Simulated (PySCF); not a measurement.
Bonds broken one at a time in the series In Cl-OH. Isolated molecules, 0 K electronic values unless said otherwise. One relaxed conformer stands for each flexible species; it need not be the lowest. Strings in code marks are SMILES.

The highest occupied spin orbital from two functionals at the same geometries (B3LYP-D3(BJ)/def2-TZVP), both in PySCF: PBE-D3(BJ)/def2-TZVP and ωB97X-D3(BJ)/def2-TZVP. 

```csv
species,PBE-D3(BJ)/def2-TZVP (eV)
radical fragment (`[Cl][In][Cl]`),-6.16
radical fragment (`[OH]`),-7.16
radical fragment (`[OH][In][Cl]` (H–O–In–Cl torsion 180°)),-5.77
"radical fragment (`[OH][In][OH]` (H–O–In–O torsion -180°, O–In–O–H torsion 180°))",-5.32
```

Question: What does ωB97X-D3(BJ)/def2-TZVP give for each?

Answer: 
- radical fragment (`[Cl][In][Cl]`): -9.30
- radical fragment (`[OH]`): -11.83
- radical fragment (`[OH][In][Cl]` (H–O–In–Cl torsion 180°)): -8.99
- radical fragment (`[OH][In][OH]` (H–O–In–O torsion -180°, O–In–O–H torsion 180°)): -8.62
Over these rows, drawn at random from the members with no instability flagged (it was tested for open shells, ions and some series alone), PBE minus ωB97X-D3(BJ): mean +3.58 eV, from +3.14 eV to +4.67 eV.
